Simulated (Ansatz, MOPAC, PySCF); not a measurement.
Dissociation curve of SMILES C#C (C2H2). The C1–H4 bond (C1 also carries C; H4 carries nothing else) is varied alone, starting from the PBE0/def2-TZVP optimised geometry.

Computed with: RMP2/6-31G* = restricted MP2 (frozen core)/6-31G*, spherical d in PySCF; PM7, restricted, heats of formation (MOPAC); RKS-B3LYP/6-31G* = restricted B3LYP/6-31G*, spherical d (PySCF 2.14.0); UKS-PBE = unrestricted PBE/cc-pVTZ run with Ansatz (a program for electronic structure); RHF/3-21G = restricted Hartree-Fock/3-21G in PySCF 2.14.0.

Energies are in kJ/mol, each relative to the lowest point of its own curve near equilibrium.

```json
[
 {"R / Å": "0.80", "RMP2/6-31G*": "246.0", "PM7": "82.6", "RKS-B3LYP/6-31G*": "242.5", "UKS-PBE": "236.3", "RHF/3-21G": "229.2"},
 {"R / Å": "0.86", "RMP2/6-31G*": "128.8", "PM7": "[?]", "RKS-B3LYP/6-31G*": "127.0", "UKS-PBE": "124.7", "RHF/3-21G": "115.7"},
 {"R / Å": "0.91", "RMP2/6-31G*": "66.2", "PM7": "20.8", "RKS-B3LYP/6-31G*": "65.4", "UKS-PBE": "64.9", "RHF/3-21G": "[?]"},
 {"R / Å": "0.95", "RMP2/6-31G*": "33.6", "PM7": "9.0", "RKS-B3LYP/6-31G*": "33.3", "UKS-PBE": "33.5", "RHF/3-21G": "26.5"},
 {"R / Å": "0.99", "RMP2/6-31G*": "13.3", "PM7": "2.1", "RKS-B3LYP/6-31G*": "13.2", "UKS-PBE": "13.6", "RHF/3-21G": "8.8"},
 {"R / Å": "1.02", "RMP2/6-31G*": "4.5", "PM7": "0.0", "RKS-B3LYP/6-31G*": "4.5", "UKS-PBE": "4.9", "RHF/3-21G": "2.0"},
 {"R / Å": "1.06", "RMP2/6-31G*": "0.0", "PM7": "[?]", "RKS-B3LYP/6-31G*": "0.0", "UKS-PBE": "0.0", "RHF/3-21G": "0.0"},
 {"R / Å": "1.10", "RMP2/6-31G*": "2.1", "PM7": "6.0", "RKS-B3LYP/6-31G*": "2.0", "UKS-PBE": "1.4", "RHF/3-21G": "4.5"},
 {"R / Å": "1.13", "RMP2/6-31G*": "7.2", "PM7": "12.1", "RKS-B3LYP/6-31G*": "7.0", "UKS-PBE": "5.8", "RHF/3-21G": "11.3"},
 {"R / Å": "1.17", "RMP2/6-31G*": "17.9", "PM7": "23.2", "RKS-B3LYP/6-31G*": "17.3", "UKS-PBE": "[?]", "RHF/3-21G": "24.0"},
 {"R / Å": "1.24", "RMP2/6-31G*": "44.3", "PM7": "49.6", "RKS-B3LYP/6-31G*": "43.1", "UKS-PBE": "39.3", "RHF/3-21G": "53.9"},
 {"R / Å": "1.32", "RMP2/6-31G*": "82.6", "PM7": "88.4", "RKS-B3LYP/6-31G*": "80.6", "UKS-PBE": "74.7", "RHF/3-21G": "95.7"},
 {"R / Å": "1.45", "RMP2/6-31G*": "153.7", "PM7": "164.5", "RKS-B3LYP/6-31G*": "150.5", "UKS-PBE": "141.3", "RHF/3-21G": "173.0"},
 {"R / Å": "1.61", "RMP2/6-31G*": "244.2", "PM7": "267.8", "RKS-B3LYP/6-31G*": "239.9", "UKS-PBE": "227.1", "RHF/3-21G": "273.1"},
 {"R / Å": "1.76", "RMP2/6-31G*": "324.4", "PM7": "364.1", "RKS-B3LYP/6-31G*": "319.7", "UKS-PBE": "303.8", "RHF/3-21G": "365.5"},
 {"R / Å": "1.94", "RMP2/6-31G*": "410.6", "PM7": "471.3", "RKS-B3LYP/6-31G*": "406.3", "UKS-PBE": "386.6", "RHF/3-21G": "469.9"},
 {"R / Å": "2.12", "RMP2/6-31G*": "484.0", "PM7": "565.6", "RKS-B3LYP/6-31G*": "481.6", "UKS-PBE": "457.2", "RHF/3-21G": "564.9"},
 {"R / Å": "2.35", "RMP2/6-31G*": "559.0", "PM7": "665.8", "RKS-B3LYP/6-31G*": "561.5", "UKS-PBE": "513.0", "RHF/3-21G": "671.4"},
 {"R / Å": "2.61", "RMP2/6-31G*": "619.5", "PM7": "752.3", "RKS-B3LYP/6-31G*": "632.5", "UKS-PBE": "544.4", "RHF/3-21G": "772.6"},
 {"R / Å": "2.93", "RMP2/6-31G*": "662.2", "PM7": "827.2", "RKS-B3LYP/6-31G*": "696.6", "UKS-PBE": "562.5", "RHF/3-21G": "872.5"},
 {"R / Å": "3.22", "RMP2/6-31G*": "674.8", "PM7": "873.8", "RKS-B3LYP/6-31G*": "737.9", "UKS-PBE": "[?]", "RHF/3-21G": "943.3"},
 {"R / Å": "3.71", "RMP2/6-31G*": "652.0", "PM7": "925.0", "RKS-B3LYP/6-31G*": "[?]", "UKS-PBE": "575.0", "RHF/3-21G": "1028.8"}
]
```

### Question
Some entries are withheld; supply them.

### Answer

- 0.86, PM7: 43.3
- 0.91, RHF/3-21G: 56.5
- 1.06, PM7: 1.0
- 1.17, UKS-PBE: 15.2
- 3.22, UKS-PBE: 570.0
- 3.71, RKS-B3LYP/6-31G*: 782.8

The restricted form behind RMP2/6-31G*, PM7, RKS-B3LYP/6-31G*, RHF/3-21G keeps the bonding electrons paired and can't separate into open-shell fragments. The unrestricted determinant behind UKS-PBE is spin-contaminated at 2.12 to 3.71 Å (<S²> up to 1.0, against 0.00 for a pure singlet).
